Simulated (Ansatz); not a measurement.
C4H7NO (`CC1(O)C=NC1`) at its PBE0-D4/def2-TZVP geometry, where that method's forces vanish. The species carries charge 0 and has multiplicity 1.

```xyz
13

C    -0.9190    0.6071   -1.0133
C     0.2069    0.2355   -0.0825
O     1.3504    0.9249   -0.5153
C    -0.1160    0.2647    1.3961
N    -0.0448   -0.9876    1.6450
C     0.3529   -1.2825    0.2419
H    -1.0899    1.6851   -0.9863
H    -1.8411    0.0963   -0.7317
H    -0.6570    0.3270   -2.0359
H     2.0822    0.7124    0.0710
H    -0.3705    1.0543    2.1047
H    -0.3277   -1.9710   -0.2659
H     1.3735   -1.6660    0.1721
```

**Question.** What forces (eV/Å) does PBE-D4/def2-TZVPP give on these atoms in the Gaussian-basis code of Ansatz? (Estimate.)

**Answer.** Ansatz gave: 
```
C1  -0.047  0.012 -0.024
C2  -0.184  0.000  0.005
O3   0.135  0.423 -0.501
C4  -0.076  0.725 -0.048
N5  -0.065 -0.849  0.602
C6   0.050 -0.207 -0.195
H7  -0.044  0.213  0.001
H8  -0.184 -0.092  0.042
H9   0.042 -0.057 -0.212
H10  0.356 -0.104  0.290
H11 -0.055  0.185  0.165
H12 -0.132 -0.164 -0.104
H13  0.204 -0.084 -0.020
```
